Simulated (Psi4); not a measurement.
**SiH4 (silane): B2PLYP/cc-pVTZ (density fitting for correlation)**

Aim: the energy change on altering one bond length of SiH4 (silane) at B2PLYP/cc-pVTZ (density fitting for correlation), from 2 runs. 

Program for the calculation: Psi4 1.11.

2 further runs of the same task are left out: 1 that didn't finish, 1 set aside as unsound or not needed.

## 1. The structure to begin with

SiH4: 5 atoms, total charge 0, spin state singlet. As SMILES, `[SiH4]`. The coordinates come from a PBE0-D4/def2-TZVP relaxation.

Bond lengths: Si1–H2 1.485 Å, Si1–H3 1.485 Å, Si1–H4 1.485 Å, Si1–H5 1.485 Å. Angles: H2–Si1–H3 109.5°, H2–Si1–H4 109.5°, H2–Si1–H5 109.5°, H3–Si1–H4 109.5°, H3–Si1–H5 109.5°, H4–Si1–H5 109.5°.

## 2. A single-point energy at B2PLYP/cc-pVTZ (density fitting for correlation)

The input, h4si.xyz:

```xyz
5
H4Si
Si     0.000000     0.000000    -0.000100
H      0.967600    -0.688400     0.890900
H     -1.331000     0.044900     0.656000
H     -0.105100    -0.740300    -1.282600
H      0.468500     1.383800    -0.264200
```

The input, h4si_ase.py:

```python
import numpy as np
from ase.calculators.psi4 import Psi4
from ase.io import read

a = read('h4si.xyz')
calc = Psi4(atoms=a, method='b2plyp', basis='cc-pVTZ', memory='1600MB', num_threads=1, charge=0, multiplicity=1, label='psi4-calc')
calc.psi4.set_options({'puream': True, 'e_convergence': 1e-09, 'd_convergence': 1e-08, 'scf_type': 'pk', 'dft_radial_points': 99, 'dft_spherical_points': 590, 'num_frozen_docc': 5})
a.calc = calc

print(f'energy: {a.get_potential_energy():.6f} eV')
```

On the command line:

```console
$ python h4si_ase.py
```

psi4-calc.dat:

```text
[...]
  Running in c1 symmetry.
[...]
  Nuclear repulsion =   21.270588269772578
[...]
  Multiplicity = 1
[...]
  Nalpha       = 9
  Nbeta        = 9
[...]
    Number of basis functions: 90
[...]
   @RKS iter   1:  -291.69309848311713   -4.07567e-01   2.28786e-03 DIIS/ADIIS
[...]
   @RKS iter   7:  -291.71420237931625   -2.82512e-11   3.96591e-09 DIIS
[...]
    Orbital Energies [Eh]
    ---------------------
    Doubly Occupied:
       1A    -67.239952     2A     -5.630366     3A     -3.884196
       4A     -3.884195     5A     -3.884195     6A     -0.625484
       7A     -0.408750     8A     -0.408729     9A     -0.408713
[...]
  @RKS Final Energy:  -291.71420237931625
   => Energetics <=
    Nuclear Repulsion Energy =             21.2705882697725777
    One-Electron Energy =                -445.5873516010169624
    Two-Electron Energy =                 143.2816433719432609
    DFT Exchange-Correlation Energy =     -10.6790824200151757
    Empirical Dispersion Energy =           0.0000000000000000
    VV10 Nonlocal Energy =                  0.0000000000000000
    Total Energy =                       -291.7142023793163048
[...]
 Multipole Moments:
 ------------------------------------------------------------------------------------
     Multipole            Electronic (a.u.)      Nuclear  (a.u.)        Total (a.u.)
 ------------------------------------------------------------------------------------
 L = 1.  Multiply by 2.5417464519 to convert [e a0] to [Debye]
 Dipole X            :         -0.0000014            0.0000000           -0.0000014
 Dipole Y            :         -0.0000084            0.0000000           -0.0000084
 Dipole Z            :         -0.0006287            0.0004094           -0.0002193
 Magnitude           :                                                    0.0002195
[...]
```

The script printed:

```text
energy: -7939.236241 eV
```

Run time: 18 s. Hardware: 1 thread of Intel Xeon Platinum 8488C (Sapphire Rapids), shared host; peak memory 0.92 GiB.

## 3. The distorted shape at the same level

The input, job.dat:

```
memory 1600 MB

molecule geom {
  0 1
  Si    -0.374786    -1.106999     0.211172
  H      0.592814    -1.795399     1.102172
  H     -1.705786    -1.062099     0.867272
  H     -0.479886    -1.847299    -1.071328
  H      0.468500     1.383800    -0.264200
  symmetry c1
  no_reorient
  no_com
}

set {
  basis                cc-pVTZ
  puream               true
  e_convergence        1e-09
  d_convergence        1e-08
  scf_type             pk
  dft_radial_points    99
  dft_spherical_points 590
  num_frozen_docc      5
}

result, w = energy('b2plyp', return_wfn=True)
print_variables()
```

On the command line:

```console
$ psi4 -n 1 job.dat job.out
```

job.out:

```text
[...]
  Running in c1 symmetry.
[...]
  Nuclear repulsion =   18.856460804808737
[...]
  Multiplicity = 1
[...]
  Nalpha       = 9
  Nbeta        = 9
[...]
    Number of basis functions: 90
[...]
   @RKS iter   1:  -291.55078965851789   -4.65720e-01   2.38278e-03 ADIIS/DIIS
[...]
   @RKS iter   9:  -291.58523850041865   -5.74119e-12   2.74664e-09 DIIS
[...]
    Orbital Energies [Eh]
    ---------------------
    Doubly Occupied:
       1A    -67.300682     2A     -5.684453     3A     -3.939720
       4A     -3.937333     5A     -3.937332     6A     -0.630622
       7A     -0.433754     8A     -0.433719     9A     -0.293838
[...]
  @RKS Final Energy:  -291.58523850041865
   => Energetics <=
    Nuclear Repulsion Energy =             18.8564608048087372
    One-Electron Energy =                -440.1214014257527651
    Two-Electron Energy =                 140.2812992887702706
    DFT Exchange-Correlation Energy =     -10.6015971682449646
    Empirical Dispersion Energy =           0.0000000000000000
    VV10 Nonlocal Energy =                  0.0000000000000000
    Total Energy =                       -291.5852385004187113
[...]
 Multipole Moments:
 ------------------------------------------------------------------------------------
     Multipole            Electronic (a.u.)      Nuclear  (a.u.)        Total (a.u.)
 ------------------------------------------------------------------------------------
 L = 1.  Multiply by 2.5417464519 to convert [e a0] to [Debye]
 Dipole X            :         11.7818387          -12.0401292           -0.2582905
 Dipole Y            :         34.7997915          -35.5627238           -0.7629323
 Dipole Z            :         -6.6392822            6.7847291            0.1454469
 Magnitude           :                                                    0.8184953
[...]
```

It took 13 s on 1 thread of Intel Xeon Platinum 8488C (Sapphire Rapids), shared host; peak memory 1.2 GiB.

## 4. Summary of results

Level: B2PLYP/cc-pVTZ (density fitting for correlation), 5 core orbitals frozen.

```
                                                          quantity          value
                                         first shape: total energy  -291.76155 Eh
                    first shape: HOMO energy (SCF part's orbitals)      -11.12 eV
                    first shape: LUMO energy (SCF part's orbitals)        2.30 eV
                  first shape: HOMO–LUMO gap (SCF part's orbitals)       13.42 eV
                                     distorted shape: total energy  -291.63813 Eh
                distorted shape: HOMO energy (SCF part's orbitals)       -8.00 eV
                distorted shape: LUMO energy (SCF part's orbitals)       -1.69 eV
              distorted shape: HOMO–LUMO gap (SCF part's orbitals)        6.30 eV
energy change with the Si1–H5 bond stretched from 1.485 to 2.672 Å       3.359 eV
```

With the Si1–H5 bond stretched from 1.485 to 2.672 Å the energy rises by 3.36 eV (77 kcal/mol). The first shape isn't relaxed at this level, so the change isn't measured from a minimum. A restricted reference can't describe the breaking bond well at this length.
